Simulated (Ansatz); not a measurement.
Geometry optimisation, UKS PBE0-D4/def2-SVP (Ansatz 0.2.0).

The input (input.yaml):

```yaml
crystal:
  periodic: [false, false, false]
  atoms:
    - { symbol: B, position_ang: [-0.99378, -1.10627, 0.12223] }
    - { symbol: C, position_ang: [-0.19678, -0.01779, -0.00669] }
    - { symbol: Si, position_ang: [0.67236, 1.48299, -0.24296] }
    - { symbol: H, position_ang: [-1.60368, -2.07112, 0.24934] }
    - { symbol: H, position_ang: [2.12189, 1.71218, -0.12192] }
magnetization:
  spin_polarized: true
  initial_magnetization: 1
basis:
  gaussian: { orbitals: def2-SVP }
hamiltonian:
  xc: pbe0
  dispersion: d4
relax:
  f_tol: 0.02
  max_steps: 40
```

Launched with:

```bash
$ ansatz run input.yaml --threads 2 --pin off --max-ram 3072MiB --backend cpu --events-out ev --progress --plain --runs-dir out
```

Q: Where does it end, and by what steps?

A: The run converged. After 6 steps the energy has fallen by 0.166 eV; C2 moved furthest, 0.12 Å.

```
step  energy less start (eV)  largest force component (eV/Å)  accepted
   0                  0.0000                           2.128       yes
   1                 -0.1430                           0.705       yes
   2                 -0.1605                           0.102       yes
   3                 -0.1616                           0.090       yes
   4                 -0.1649                           0.061       yes
   5                 -0.1656                           0.029       yes
   6                 -0.1657                           0.010       yes
```

```xyz
5
Properties=species:S:1:pos:R:3
B -0.940 -1.091 0.124
C -0.079 -0.029 -0.003
Si 0.579 1.516 -0.256
H -1.642 -2.041 0.245
H 2.082 1.646 -0.110
```

Whether the end is a true minimum wasn't checked by a vibrational analysis.

Run time: 18 s on 2 threads of Arm Neoverse N1 (shared host), peak memory 0.14 GiB.
